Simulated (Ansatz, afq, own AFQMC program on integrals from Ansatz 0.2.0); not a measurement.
**Where AFQMC and coupled cluster stand for GeNH⁺, doublet**

```yaml
atoms:
  - { symbol: Ge, position_ang: [0.0000, 0.0143, 0.3293] }
  - { symbol: N, position_ang: [0.0000, -0.1264, -1.5555] }
  - { symbol: H, position_ang: [0.0000, 0.7301, -2.1167] }
```

Connectivity, by distances: Ge–NH.

Basis cc-pVDZ. Noble-gas cores (and the filled d shells of Ga–Kr and In–Xe) are frozen. Ansatz 0.2.0 and our own AFQMC program on the same integrals; the CISD trial comes from CCSD amplitudes, and released means the phaseless constraint is let go. ± is one standard error of the sampling. No spin–orbit coupling.

Determinant: ROHF, the one that the program's search chose, which needn't be the lowest solution. The geometry is a PBE0/def2-TZVP stationary point of this or a neighbouring charge and spin state.

No full CI on the walks' own integrals is used here; CCSDT(Q) serves as the reference and is uncertain by about the last step of the cluster series.

Cautions: no relativity below Rb; no spin-orbit coupling; inner d shell frozen.

```
T1 diagnostic                               : 0.0342
weight of the determinant in the CISD state : 0.875
size of the correlated space                : 9 electrons in 31 orbitals
```

```tsv
level	correlation energy (eV)
MP2	-5.2532
CCSD	-6.0169
CCSD(T)	-6.2171
```

(1) Estimate where phaseless AFQMC with a CISD trial lies against CCSD(T) on the same integrals.

(1) 2.5 ± 1.2 kJ/mol below CCSD(T).

Reference: CCSDT(Q), correlation energy -6.269 eV. The released energy is read at 2.40 1/Eh (meV from the phaseless value at times in 1/Eh: -30 ± 18 at 0.24, -10 ± 15 at 0.51, -31 ± 25 at 0.99, -34 ± 15 at 1.62, -10 ± 22 at 2.40).

```json
{"level": "CCSD(T)", "E − E(reference) (kJ/mol)": "5.0", "share of correlation (%)": "99.18"}
{"level": "CCSDT", "E − E(reference) (kJ/mol)": "1.7", "share of correlation (%)": "99.72"}
{"level": "ph-AFQMC/CISD", "E − E(reference) (kJ/mol)": "2.5 ± 1.2", "share of correlation (%)": "99.59"}
{"level": "released AFQMC", "E − E(reference) (kJ/mol)": "1.6 ± 2.1", "share of correlation (%)": "99.74"}
```

A walk keeps the symmetry of its determinant, which the program's search chose and which needn't be the lowest solution, so a lower state of the same spin and another symmetry isn't excluded. Released energies are given only where the last usable release times agree within the noise; a slower fall can still hide under it.
